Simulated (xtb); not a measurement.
methanidylidynesulfanium (CS), SMILES [C-]#[S+]. All values are semi-empirical tight-binding results from xtb (GFN2-xTB unless named), good for trends rather than for accurate numbers. Coordinates come from a GFN2-xTB optimisation.

Optimised geometry:

Bond lengths (Å): C1–S2 1.521.
Charge 0, spin multiplicity 1.

The point group as xtb finds it comes out as C∞v. The orbital gap comes out as 3.40 eV and the static polarisability (D4 model) is 30.2 bohr³. The solvation energy, GFN2-xTB/ALPB(water) is 1.6 kcal/mol and the solvation energy, GFN2-xTB/ALPB(toluene) comes out as -2.2 kcal/mol.

Computed atomic charges and the Wiberg bond orders between heavy atoms:
charges (e) C1 -0.11, S2 0.11. Bond orders C1–S2 2.82.
